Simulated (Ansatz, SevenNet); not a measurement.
Polycrystal shear modulus (GPa) of solids drawn from the class of elemental solids other than molecular ones, at two levels: the machine-learned potential SevenNet-0 (trained on PBE and PBE+U data), and r²SCAN in Ansatz (PAW).

```json
[
 {"solid": "fcc Ca", "SevenNet-0": "6.97", "r²SCAN": "9.46", "shift (%)": "+36"},
 {"solid": "diamond", "SevenNet-0": "275", "r²SCAN": "549", "shift (%)": "+100"},
 {"solid": "fcc Rh", "SevenNet-0": "62.6", "r²SCAN": "164", "shift (%)": "+162"},
 {"solid": "hcp Ti", "SevenNet-0": "9.84", "r²SCAN": "51.9", "shift (%)": "+427"},
 {"solid": "hcp Sc", "SevenNet-0": "10.4", "r²SCAN": "27.6", "shift (%)": "+165"},
 {"solid": "fcc Cu", "SevenNet-0": "37.7", "r²SCAN": "59.2", "shift (%)": "+57"},
 {"solid": "bcc Na", "SevenNet-0": "2.23", "r²SCAN": "3.06", "shift (%)": "+37"},
 {"solid": "hcp Y", "SevenNet-0": "4.80", "r²SCAN": "24.7", "shift (%)": "+415"},
 {"solid": "diamond-structure Ge", "SevenNet-0": "11.5", "r²SCAN": "55.4", "shift (%)": "+382"}
]
```

The shifts run from +36 % to +427 %, with a median of +162 %.

Over all 9 rows r²SCAN is the larger in 9.

Ansatz's runs of these crystals have no spin polarisation. Meta-GGA and hybrid levels favour moments, which can bear on fcc Rh, hcp Ti, hcp Sc, hcp Y.

Each level is taken at its own relaxed cell. Ansatz's density-functional and Hartree–Fock values are scalar-relativistic unless marked +SOC, with PAW data made under PBE.

Ansatz is a first-principles code.
